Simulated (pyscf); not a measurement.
`[SiH3][SeH]` + `[H][H]` → `[SiH3][SeH]` + `[H][H]` (four-centre exchange; singlet surface; H–Se, H–H broken, H–Se, H–H formed). PySCF, gas phase, ωB97X-D3(BJ)/def2-SVP geometries. Energies in kcal/mol from the separated reactants.

```csv
level,barrier,reaction energy
ωB97X-D3(BJ)/def2-TZVP,68.7,0.0
PBE/def2-TZVP,56.0,0.0
r²SCAN/def2-TZVP,60.5,0.0
B3LYP-D3(BJ)/def2-TZVP,63.4,0.0
PBE0-D3(BJ)/def2-TZVP,60.5,0.0
ωB97M-D3(BJ)/def2-TZVP,67.2,0.0
```

The functionals in the table span 12.7 kcal/mol in this barrier, from PBE to ωB97X-D3(BJ)/def2-TZVP. The same reactants have a lower exit, to H₂Se + SiH₄ (barrier +56.9 kcal/mol at ωB97M-D3(BJ)/def2-TZVP, against +67.2 kcal/mol here). Another saddle between the same species, by other bonds, lies lower (63.6 kcal/mol against 67.2 kcal/mol at ωB97M-D3(BJ)/def2-TZVP). Elements up to Kr have no core potential and no relativistic terms here.
